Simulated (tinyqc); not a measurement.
Inside a calculation. Method: CIS on RHF in the sto-3g basis, frozen core, for OH-, spin multiplicity 1. The basis has no diffuse functions, so it cannot describe the extra electron: this is an exercise in the method, not the real anion. One step of it, computed by the program tinyqc.

Problem. CIS matrix, singlets. A(ia,jb) = (e_a - e_i) d_ij d_ab + 2 (ia|jb) - (ij|ab).

orbital energies (hartree): MO1 -19.568506, MO2 -0.607223, MO3 0.102677, MO4 0.144469, MO5 0.144469, MO6 0.867211

Two-electron integrals over orbitals (pq|rs), unique and non-zero (hartree); the lowest 1 orbital is frozen and left out:
```
(22|22) 0.763460    (32|22) -0.070147   (32|32) 0.085298    (33|22) 0.493034
(33|32) 0.038868    (33|33) 0.609626    (42|42) 0.165884    (43|42) -0.029740
(43|43) 0.019134    (44|22) 0.786636    (44|32) -0.080078   (44|33) 0.475694
(44|44) 0.880159    (52|52) 0.165884    (53|52) -0.029740   (53|53) 0.019134
(54|54) 0.047444    (55|22) 0.786636    (55|32) -0.080078   (55|33) 0.475694
(55|44) 0.785270    (55|55) 0.880159    (62|22) 0.048821    (62|32) 0.065959
(62|33) 0.006960    (62|44) 0.055728    (62|55) 0.055728    (62|62) 0.119644
(63|22) 0.185621    (63|32) -0.082915   (63|33) -0.058290   (63|44) 0.192408
(63|55) 0.192408    (63|62) 0.005511    (63|63) 0.186746    (64|42) 0.021922
(64|43) 0.017104    (64|64) 0.038253    (65|52) 0.021922    (65|53) 0.017104
(65|65) 0.038253    (66|22) 0.681648    (66|32) -0.011544   (66|33) 0.564174
(66|44) 0.676007    (66|55) 0.676007    (66|62) 0.063544    (66|63) 0.105302
(66|66) 0.701500
```

Give: CIS matrix A, singlet.

Solution.

CIS matrix A, singlet (hartree):
```
        2>6     3>6     4>6     5>6
2>6  1.0321  0.0226  0.0000  0.0000
3>6  0.0226  0.5739  0.0000  0.0000
4>6  0.0000  0.0000  0.1232  0.0000
5>6  0.0000  0.0000  0.0000  0.1232
```
